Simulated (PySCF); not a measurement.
Compound: NaCl.
Z-matrix (Å and degrees, PBE0-D3(BJ)/def2-SVP geometry), rows numbered from 1:
```
Na
Cl  1  2.3393
```

The calculation used PBE0-D3(BJ)/def2-SVP geometry optimisation, gas phase (PySCF).

Masses are those of the commonest isotopes; rigid-rotor values at the optimised geometry. 

What are the moment of inertia and the rotational constant?

I = 75.902 u·Å², B = 505379 MHz·u·Å²/I = 6658 MHz (0.2221 cm⁻¹, or 0.320 K as hB/k). For two atoms I = μr² with μ = 13.8707 u and r = 2.3393 Å.

List the first levels of a rigid rotor in a Σ state.

E(J) = BJ(J+1): J = 1: 0.444, J = 2: 1.333, J = 3: 2.665, J = 4: 4.442, J = 5: 6.663, J = 6: 9.328 cm⁻¹.

Where do the first rotational lines fall?

The dipole is 8.22 D; J+1 ← J lies at 2B(J+1): 1 ← 0 at 13.32 GHz, 2 ← 1 at 26.63 GHz, 3 ← 2 at 39.95 GHz, 4 ← 3 at 53.27 GHz, 5 ← 4 at 66.58 GHz, 6 ← 5 at 79.90 GHz.

Stationary, but not proved a minimum. These are rigid-rotor constants of the computed structure; measured ground-state constants (B0) also hold zero-point vibration.
